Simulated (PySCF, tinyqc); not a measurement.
Worked calculation: FCI on RHF in the sto-6g basis, frozen core, for OH-, spin multiplicity 1. The basis has no diffuse functions, so it cannot describe the extra electron: this is an exercise in the method, not the real anion. The lowest restricted solution is unstable here: a spin-polarised one lies 0.0123 hartree lower (PySCF). Computed by tinyqc, a small Python program that keeps every step (integrals from PySCF). Settings: charge = -1, multiplicity = 1, basis = sto-6g, method = RHF, frozen orbitals = 1, energy threshold = 1e-10, iteration cap = 59, orthogonalisation = canonical, start = Wolfsberg-Helmholz matrix, DIIS depth = 6, ci = FCI. Command: `OMP_NUM_THREADS=1 python tinyqc.py 24333 24334 out.jsonl` (the two numbers bound the seeds that draw the settings). One thread of a shared host (Intel(R) Xeon(R) Processor @ 2.60GHz), about 0.1 s of CPU time with the checks. Later iterations appear only in the table of the cycle.

## One-electron integrals

Geometry (angstrom):
```
atom         x         y         z
O     0.000000  0.000000  0.000000
H     0.000000  0.000000  1.683000
```

Basis sto-6g: exponents (1/bohr^2) and contraction coefficients of normalised primitives:
```
element  l (shell)     exponent  coefficient
O            s (1)  1355.584234     0.009164
O            s (1)   248.544885     0.049361
O            s (1)    69.533902     0.168538
O            s (1)    23.886772     0.370563
O            s (1)     9.275933     0.416492
O            s (1)     3.820341     0.130334
O            s (2)    52.187762    -0.013253
O            s (2)    10.329320    -0.046992
O            s (2)     3.210345    -0.033785
O            s (2)     1.235135     0.250242
O            s (2)     0.536420     0.595117
O            s (2)     0.245881     0.240706
O            p (3)    52.187762     0.003760
O            p (3)    10.329320     0.037679
O            p (3)     3.210345     0.173897
O            p (3)     1.235135     0.418036
O            p (3)     0.536420     0.425860
O            p (3)     0.245881     0.101708
H            s (1)    35.523221     0.009164
H            s (1)     6.513144     0.049361
H            s (1)     1.822143     0.168538
H            s (1)     0.625955     0.370563
H            s (1)     0.243077     0.416492
H            s (1)     0.100112     0.130334
```

Overlap, kinetic and nuclear-attraction integrals over the contracted functions; the nuclear repulsion is the sum of Za Zb / Rab.

nuclear repulsion = 2.51539970 hartree

overlap S, order 1O 1s, 1O 2s, 1O 2px, 1O 2py, 1O 2pz, 2H 1s:
```
[[1.000000, 0.231145, 0.000000, 0.000000, 0.000000, 0.010344],
 [0.231145, 1.000000, 0.000000, 0.000000, 0.000000, 0.145272],
 [0.000000, 0.000000, 1.000000, 0.000000, 0.000000, 0.000000],
 [0.000000, 0.000000, 0.000000, 1.000000, 0.000000, 0.000000],
 [0.000000, 0.000000, 0.000000, 0.000000, 1.000000, 0.146645],
 [0.010344, 0.145272, 0.000000, 0.000000, 0.146645, 1.000000]]
```

kinetic energy T (hartree), order 1O 1s, 1O 2s, 1O 2px, 1O 2py, 1O 2pz, 2H 1s:
```
[[29.327197, -0.896024, 0.000000, 0.000000, 0.000000, -0.003710],
 [-0.896024, 0.842618, 0.000000, 0.000000, 0.000000, -0.015700],
 [0.000000, 0.000000, 2.531309, 0.000000, 0.000000, 0.000000],
 [0.000000, 0.000000, 0.000000, 2.531309, 0.000000, 0.000000],
 [0.000000, 0.000000, 0.000000, 0.000000, 2.531309, 0.010195],
 [-0.003710, -0.015700, 0.000000, 0.000000, 0.010195, 0.768522]]
```

nuclear attraction V (hartree), order 1O 1s, 1O 2s, 1O 2px, 1O 2py, 1O 2pz, 2H 1s:
```
[[-61.572740, -6.223959, 0.000000, 0.000000, -0.005313, -0.317045],
 [-6.223959, -9.314730, 0.000000, 0.000000, -0.063358, -0.889863],
 [0.000000, 0.000000, -9.305158, 0.000000, 0.000000, 0.000000],
 [0.000000, 0.000000, 0.000000, -9.305158, 0.000000, 0.000000],
 [-0.005313, -0.063358, 0.000000, 0.000000, -9.332678, -0.777214],
 [-0.317045, -0.889863, 0.000000, 0.000000, -0.777214, -3.750299]]
```

core Hamiltonian H = T + V (hartree), order 1O 1s, 1O 2s, 1O 2px, 1O 2py, 1O 2pz, 2H 1s:
```
[[-32.245543, -7.119983, 0.000000, 0.000000, -0.005313, -0.320754],
 [-7.119983, -8.472112, 0.000000, 0.000000, -0.063358, -0.905563],
 [0.000000, 0.000000, -6.773849, 0.000000, 0.000000, 0.000000],
 [0.000000, 0.000000, 0.000000, -6.773849, 0.000000, 0.000000],
 [-0.005313, -0.063358, 0.000000, 0.000000, -6.801369, -0.767019],
 [-0.320754, -0.905563, 0.000000, 0.000000, -0.767019, -2.981777]]
```

## Two-electron integrals

Functions are numbered as in S; the eight-fold symmetry (ij|kl) = (ji|kl) = (kl|ij) leaves the list below.

Two-electron integrals (ij|kl) in chemists' order, unique and non-zero (hartree):
```
(11|11) 4.787491   (21|11) 0.675884   (21|21) 0.121505   (22|11) 1.117379
(22|21) 0.249212   (22|22) 0.817383   (31|31) 0.025762   (32|31) 0.039145
(32|32) 0.180664   (33|11) 1.117381   (33|21) 0.249212   (33|22) 0.817382
(33|33) 0.880663   (41|41) 0.025762   (42|41) 0.039145   (42|42) 0.180664
(43|43) 0.047461   (44|11) 1.117381   (44|21) 0.249212   (44|22) 0.817382
(44|33) 0.785741   (44|44) 0.880663   (51|51) 0.025762   (52|51) 0.039145
(52|52) 0.180664   (53|53) 0.047461   (54|54) 0.047461   (55|11) 1.117381
(55|21) 0.249212   (55|22) 0.817382   (55|33) 0.785741   (55|44) 0.785741
(55|55) 0.880663   (61|11) 0.032025   (61|21) 0.005530   (61|22) 0.011134
(61|33) 0.011112   (61|44) 0.011112   (61|51) 0.000272   (61|52) 0.000538
(61|55) 0.011177   (61|61) 0.000256   (62|11) 0.101149   (62|21) 0.022990
(62|22) 0.086637   (62|33) 0.085137   (62|44) 0.085137   (62|51) 0.001830
(62|52) 0.014939   (62|55) 0.089637   (62|61) 0.001057   (62|62) 0.013031
(63|31) 0.002219   (63|32) 0.013504   (63|53) 0.002909   (63|63) 0.001577
(64|41) 0.002219   (64|42) 0.013504   (64|54) 0.002909   (64|64) 0.001577
(65|11) 0.084703   (65|21) 0.019478   (65|22) 0.077971   (65|33) 0.074885
(65|44) 0.074885   (65|51) 0.003462   (65|52) 0.025237   (65|55) 0.084144
(65|61) 0.000925   (65|62) 0.014204   (65|65) 0.016794   (66|11) 0.313817
(66|21) 0.072518   (66|22) 0.312465   (66|33) 0.304305   (66|44) 0.304305
(66|51) 0.005220   (66|52) 0.060812   (66|55) 0.328785   (66|61) 0.003332
(66|62) 0.068279   (66|65) 0.083867   (66|66) 0.774999
```

## Orthogonalisation

S = U s U^T; canonical form X = U s^(-1/2), so that X^T S X = 1. Each column of U has its largest component positive (the first on a tie).

eigenvalues of S: [0.718645, 0.876438, 1.000000, 1.000000, 1.113351, 1.291566]

X, order 1O 1s, 1O 2s, 1O 2px, 1O 2py, 1O 2pz, 2H 1s:
```
[[-0.633282, 0.498381, 0.000000, 0.000000, -0.426394, 0.475218],
 [0.794623, -0.240069, 0.000000, 0.000000, -0.231380, 0.581087],
 [0.000000, 0.000000, -0.306239, 0.951955, 0.000000, 0.000000],
 [0.000000, 0.000000, 0.951955, 0.306239, 0.000000, 0.000000],
 [0.276946, 0.698780, 0.000000, 0.000000, 0.644152, 0.206278],
 [-0.531354, -0.588789, 0.000000, 0.000000, 0.497905, 0.410133]]
```

Within a degenerate level the vectors are fixed only up to a rotation; this is one choice.

## Starting guess

The start is the generalised Wolfsberg-Helmholz matrix (K = 1.75) built on H; D = 2 C_occ C_occ^T.

D at the start, order 1O 1s, 1O 2s, 1O 2px, 1O 2py, 1O 2pz, 2H 1s:
```
[[2.107719, -0.466760, 0.000000, 0.000000, 0.016312, -0.063765],
 [-0.466760, 2.026333, 0.000000, 0.000000, -0.062637, 0.210245],
 [0.000000, 0.000000, 2.000000, 0.000000, 0.000000, 0.000000],
 [0.000000, 0.000000, 0.000000, 2.000000, 0.000000, 0.000000],
 [0.016312, -0.062637, 0.000000, 0.000000, 1.956558, 0.120205],
 [-0.063765, 0.210245, 0.000000, 0.000000, 0.120205, 0.030147]]
```

## Iteration 1: building the Fock matrix

J_ij = sum D_kl (ij|kl), K_ij = sum D_kl (ik|jl); F = H + J - 0.5 K; E = tr D H + tr D J / 2 - 0.25 tr D K + E_nn.

Coulomb J (hartree), order 1O 1s, 1O 2s, 1O 2px, 1O 2py, 1O 2pz, 2H 1s:
```
[[18.447935, 3.316413, 0.000000, 0.000000, -0.002339, 0.151891],
 [3.316413, 8.710725, 0.000000, 0.000000, -0.007242, 0.892221],
 [0.000000, 0.000000, 8.710482, 0.000000, 0.000000, 0.000000],
 [0.000000, 0.000000, 0.000000, 8.710482, 0.000000, 0.000000],
 [-0.002339, -0.007242, 0.000000, 0.000000, 8.711207, 0.791886],
 [0.151891, 0.892221, 0.000000, 0.000000, 0.791886, 3.151772]]
```

exchange K (hartree), order 1O 1s, 1O 2s, 1O 2px, 1O 2py, 1O 2pz, 2H 1s:
```
[[9.857710, 1.585156, 0.000000, 0.000000, 0.001163, 0.076274],
 [1.585156, 2.793362, 0.000000, 0.000000, -0.025399, 0.344000],
 [0.000000, 0.000000, 2.339094, 0.000000, 0.000000, 0.000000],
 [0.000000, 0.000000, 0.000000, 2.339094, 0.000000, 0.000000],
 [0.001163, -0.025399, 0.000000, 0.000000, 2.327661, 0.258501],
 [0.076274, 0.344000, 0.000000, 0.000000, 0.258501, 0.135191]]
```

Fock matrix F (hartree), order 1O 1s, 1O 2s, 1O 2px, 1O 2py, 1O 2pz, 2H 1s:
```
[[-18.726463, -4.596148, 0.000000, 0.000000, -0.008232, -0.207001],
 [-4.596148, -1.158068, 0.000000, 0.000000, -0.057900, -0.185342],
 [0.000000, 0.000000, 0.767086, 0.000000, 0.000000, 0.000000],
 [0.000000, 0.000000, 0.000000, 0.767086, 0.000000, 0.000000],
 [-0.008232, -0.057900, 0.000000, 0.000000, 0.746007, -0.104383],
 [-0.207001, -0.185342, 0.000000, 0.000000, -0.104383, 0.102400]]
```

total energy of this density = -73.76412846 hartree

## Iteration 1: diagonalisation and new density

Diagonalise F' = X^T F X, C = X C', fill 5 alpha and 5 beta electrons from the bottom; D = 2 C_occ C_occ^T. Each column has its largest component positive (the first on a tie).

F' = X^T F X (hartree):
```
[[-3.504200, 3.859428, 0.000000, 0.000000, -3.931947, 5.160621],
 [3.859428, -3.049817, 0.000000, 0.000000, 4.195433, -4.941703],
 [0.000000, 0.000000, 0.767086, 0.000000, 0.000000, 0.000000],
 [0.000000, 0.000000, 0.000000, 0.767086, 0.000000, 0.000000],
 [-3.931947, 4.195433, 0.000000, 0.000000, -3.953247, 5.606641],
 [5.160621, -4.941703, 0.000000, 0.000000, 5.606641, -7.311683]]
```

orbital energies (hartree): [-18.730553, -0.113292, 0.207625, 0.767086, 0.767086, 0.817273]

coefficients C, order 1O 1s, 1O 2s, 1O 2px, 1O 2py, 1O 2pz, 2H 1s:
```
[[0.996362, -0.205449, 0.148678, 0.000000, 0.000000, -0.004741],
 [0.015333, 0.814816, -0.644248, 0.000000, 0.000000, 0.032269],
 [0.000000, 0.000000, 0.000000, 0.984358, 0.176178, 0.000000],
 [0.000000, 0.000000, 0.000000, -0.176178, 0.984358, 0.000000],
 [0.000664, 0.102328, 0.143399, 0.000000, 0.000000, 0.995711],
 [-0.001456, 0.483575, 0.840181, 0.000000, 0.000000, -0.324618]]
```

D after iteration 1, order 1O 1s, 1O 2s, 1O 2px, 1O 2py, 1O 2pz, 2H 1s:
```
[[2.114102, -0.495822, 0.000000, 0.000000, 0.001918, 0.048231],
 [-0.495822, 2.158431, 0.000000, 0.000000, -0.017993, -0.294566],
 [0.000000, 0.000000, 2.000000, 0.000000, 0.000000, 0.000000],
 [0.000000, 0.000000, 0.000000, 2.000000, 0.000000, 0.000000],
 [0.001918, -0.017993, 0.000000, 0.000000, 0.062070, 0.339927],
 [0.048231, -0.294566, 0.000000, 0.000000, 0.339927, 1.879501]]
```

Within a degenerate level the vectors are fixed only up to a rotation; this is one choice.

## Iteration 7 (converged): orbitals

converged F (hartree), order 1O 1s, 1O 2s, 1O 2px, 1O 2py, 1O 2pz, 2H 1s:
```
[[-19.921422, -4.831571, 0.000000, 0.000000, -0.007327, -0.219571],
 [-4.831571, -1.794302, 0.000000, 0.000000, 0.039755, -0.210729],
 [0.000000, 0.000000, 0.076259, 0.000000, 0.000000, 0.000000],
 [0.000000, 0.000000, 0.000000, 0.076259, 0.000000, 0.000000],
 [-0.007327, 0.039755, 0.000000, 0.000000, 0.561503, -0.182455],
 [-0.219571, -0.210729, 0.000000, 0.000000, -0.182455, 0.186174]]
```

As before.

F' = X^T F X (hartree):
```
[[-4.060107, 4.315881, 0.000000, 0.000000, -4.100291, 5.232816],
 [4.315881, -3.355699, 0.000000, 0.000000, 4.274348, -5.189655],
 [0.000000, 0.000000, 0.076259, 0.000000, 0.000000, 0.000000],
 [0.000000, 0.000000, 0.000000, 0.076259, 0.000000, 0.000000],
 [-4.100291, 4.274348, 0.000000, 0.000000, -4.375307, 6.008861],
 [5.232816, -5.189655, 0.000000, 0.000000, 6.008861, -7.926777]]
```

orbital energies (hartree): [-19.924268, -0.663486, 0.076259, 0.076259, 0.128026, 0.741839]

coefficients C, order 1O 1s, 1O 2s, 1O 2px, 1O 2py, 1O 2pz, 2H 1s:
```
[[0.997026, -0.247161, 0.000000, 0.000000, 0.033945, -0.027792],
 [0.012597, 1.014230, 0.000000, 0.000000, -0.179625, 0.138458],
 [0.000000, 0.000000, 0.984808, 0.173648, 0.000000, 0.000000],
 [0.000000, 0.000000, -0.173648, 0.984808, 0.000000, 0.000000],
 [0.000476, -0.029411, 0.000000, 0.000000, 0.415425, 0.921429],
 [-0.001077, 0.071667, 0.000000, 0.000000, 0.858166, -0.550946]]
```

D after iteration 7, order 1O 1s, 1O 2s, 1O 2px, 1O 2py, 1O 2pz, 2H 1s:
```
[[2.112602, -0.488432, 0.000000, 0.000000, 0.043692, 0.020686],
 [-0.488432, 2.122172, 0.000000, 0.000000, -0.208890, -0.162950],
 [0.000000, 0.000000, 2.000000, 0.000000, 0.000000, 0.000000],
 [0.000000, 0.000000, 0.000000, 2.000000, 0.000000, 0.000000],
 [0.043692, -0.208890, 0.000000, 0.000000, 0.346887, 0.708791],
 [0.020686, -0.162950, 0.000000, 0.000000, 0.708791, 1.483172]]
```

Within a degenerate level the vectors are fixed only up to a rotation; this is one choice.

## Convergence

Stop when the energy changes by less than 1e-10 hartree and every element of the error matrix X^T (F D S - S D F) X is below 3e-06.

Course of the cycle:
```
iteration   E (hartree)     change  largest element of the error matrix
1          -73.76412846          -                             2.94e-01
2          -74.62020964  -8.56e-01                             1.64e-01
3          -74.68136880  -6.12e-02                             7.40e-02
4          -74.69271062  -1.13e-02                             1.69e-02
5          -74.69312547  -4.15e-04                             2.98e-03
6          -74.69313709  -1.16e-05                             5.41e-06
7          -74.69313709  -3.57e-11                             1.53e-06
```

PySCF RHF in the same basis = -74.69313709 hartree

Converged in 7 iterations.

## Populations, bond orders and dipole

Mulliken: Z minus the diagonal of D S on the atom; Loewdin: the same with S^(1/2) D S^(1/2); Mayer order: 2 sum_s sum (D(s) S)_ij (D(s) S)_ji over the two atoms.

Charges (e):
```
atom   Mulliken    Loewdin
1O    -0.436346  -0.441649
2H    -0.563654  -0.558351
```

Mayer bond orders:
```
pair     order
2-1   0.682294
```

dipole moment about the origin, x y z (debye): [0.000000, 0.000000, -4.081434]

## Integrals over molecular orbitals

(pq|rs) = sum C_ip C_jq C_kr C_ls (ij|kl), one index at a time.

one-electron integrals over orbitals h = C^T H C (hartree):
```
[[-32.233496, 0.637831, 0.000000, 0.000000, -0.085550, 0.071508],
 [0.637831, -7.249671, 0.000000, 0.000000, 0.413257, -0.331651],
 [0.000000, 0.000000, -6.773849, 0.000000, 0.000000, 0.000000],
 [0.000000, 0.000000, 0.000000, -6.773849, 0.000000, 0.000000],
 [-0.085550, 0.413257, 0.000000, 0.000000, -3.870466, -1.629339],
 [0.071508, -0.331651, 0.000000, 0.000000, -1.629339, -5.920991]]
```

Two-electron integrals over orbitals (pq|rs), unique and non-zero (hartree); the lowest 1 orbital is frozen and left out:
```
(22|22) 0.783441    (32|32) 0.169712    (33|22) 0.798035    (33|33) 0.880663
(42|42) 0.169712    (43|43) 0.047461    (44|22) 0.798035    (44|33) 0.785741
(44|44) 0.880663    (52|22) -0.058383   (52|33) -0.058512   (52|44) -0.058512
(52|52) 0.056251    (53|32) -0.019400   (53|53) 0.012774    (54|42) -0.019400
(54|54) 0.012774    (55|22) 0.423660    (55|33) 0.412122    (55|44) 0.412122
(55|52) 0.037788    (55|55) 0.614243    (62|22) 0.024825    (62|33) 0.034517
(62|44) 0.034517    (62|52) 0.068889    (62|55) 0.015271    (62|62) 0.130151
(63|32) 0.014881    (63|53) 0.017765    (63|63) 0.039011    (64|42) 0.014881
(64|54) 0.017765    (64|64) 0.039011    (65|22) 0.200509    (65|33) 0.198069
(65|44) 0.198069    (65|52) -0.054895   (65|55) -0.093926   (65|62) -0.003267
(65|65) 0.179258    (66|22) 0.695633    (66|33) 0.685423    (66|44) 0.685423
(66|52) -0.017044   (66|55) 0.507130    (66|62) 0.047115    (66|65) 0.130334
(66|66) 0.703402
```

## FCI: determinants and Hamiltonian

one-electron integrals dressed by the frozen orbital, h + 2 (pq|11) - (p1|1q) (hartree), order 2, 3, 4, 5, 6:
```
[[-5.090711, 0.000000, 0.000000, 0.215846, -0.218569],
 [0.000000, -4.566249, 0.000000, 0.000000, 0.000000],
 [0.000000, 0.000000, -4.566249, 0.000000, 0.000000],
 [0.215846, 0.000000, 0.000000, -2.900225, -0.994950],
 [-0.218569, 0.000000, 0.000000, -0.994950, -4.017947]]
```

energy of the frozen orbital, 2 h_11 + (11|11) = -59.70216332 hartree

Hartree-Fock energy = -74.69313709 hartree

Slater-Condon rules over spin orbitals, with the nuclear repulsion and the energy of the frozen orbital added and E(HF) subtracted on the diagonal. Only determinants linked to the reference directly or through others are kept (one block of an abelian symmetry group), so some states are absent.

Occupation strings over the orbitals (2 doubly, a alpha, b beta, 0 empty; spin orbitals ordered 1a 1b 2a 2b ...): 222220 2222ab 2a222b 2222ba 2b222a 222202 2a22b2 222022 220222 2b22a2 202222

H - E(HF) between determinants (hartree), order 222220, 2222ab, 2a222b, 2222ba, 2b222a, 222202, 2a22b2, 222022, 220222, 2b22a2, 202222:
```
[[0.000000, 0.000000, 0.000000, 0.000000, 0.000000, 0.179258, 0.003267, 0.039011, 0.039011, -0.003267, 0.130151],
 [0.000000, 0.285941, 0.013777, -0.179258, 0.003267, 0.224259, -0.054895, -0.017765, -0.017765, 0.031843, -0.068889],
 [0.000000, 0.013777, 0.839843, 0.003267, -0.130151, 0.054895, 0.070175, -0.014881, -0.014881, -0.068889, 0.022290],
 [0.000000, -0.179258, 0.003267, 0.285941, 0.013777, -0.224259, 0.031843, 0.017765, 0.017765, -0.054895, 0.068889],
 [0.000000, 0.003267, -0.130151, 0.013777, 0.839843, -0.054895, -0.068889, 0.014881, 0.014881, 0.070175, -0.022290],
 [0.179258, 0.224259, 0.054895, -0.224259, -0.054895, 0.875267, -0.068608, 0.012774, 0.012774, 0.068608, 0.056251],
 [0.003267, -0.054895, 0.070175, 0.031843, -0.068889, -0.068608, 1.050083, 0.019400, 0.019400, -0.056251, 0.027563],
 [0.039011, -0.017765, -0.014881, 0.017765, 0.014881, 0.012774, 0.019400, 0.251554, 0.047461, -0.019400, 0.169712],
 [0.039011, -0.017765, -0.014881, 0.017765, 0.014881, 0.012774, 0.019400, 0.047461, 0.251554, -0.019400, 0.169712],
 [-0.003267, 0.031843, -0.068889, -0.054895, 0.070175, 0.068608, -0.056251, -0.019400, -0.019400, 1.050083, -0.027563],
 [0.130151, -0.068889, 0.022290, 0.068889, -0.022290, 0.056251, 0.027563, 0.169712, 0.169712, -0.027563, 1.775264]]
```

## FCI: roots

Diagonalise (each vector has its largest component positive (the first on a tie)); all determinants have Ms = 0, so triplets appear too. The lowest singlet root is the correlation energy.

lowest roots of this matrix, relative to E(HF) (hartree): [-0.053229, 0.105602, 0.204093, 0.244890, 0.312783, 0.710171, 0.819925, 0.994433]

lowest vectors, order 222220, 2222ab, 2a222b, 2222ba, 2b222a, 222202, 2a22b2, 222022, 220222, 2b22a2, 202222:
```
[[0.961027, 0.000000, 0.000000, -0.023905],
 [0.085479, 0.706586, 0.000000, 0.289284],
 [0.011200, -0.019975, 0.000000, 0.045534],
 [-0.085479, 0.706586, 0.000000, -0.289284],
 [-0.011200, -0.019975, 0.000000, -0.045534],
 [-0.224858, 0.000000, 0.000000, -0.227530],
 [-0.007696, 0.018366, 0.000000, -0.020868],
 [-0.067344, 0.000000, 0.707107, 0.618469],
 [-0.067344, 0.000000, -0.707107, 0.618469],
 [0.007696, 0.018366, 0.000000, 0.020868],
 [-0.042587, 0.000000, 0.000000, -0.101306]]
```

<S^2> of these roots: [0.000000, 2.000000, 0.000000, 0.000000, 0.000000, 2.000000, 0.000000, 2.000000]

weight of the ground state by excitation level 0, 1, 2, ...: [0.923572, 0.014864, 0.061564]
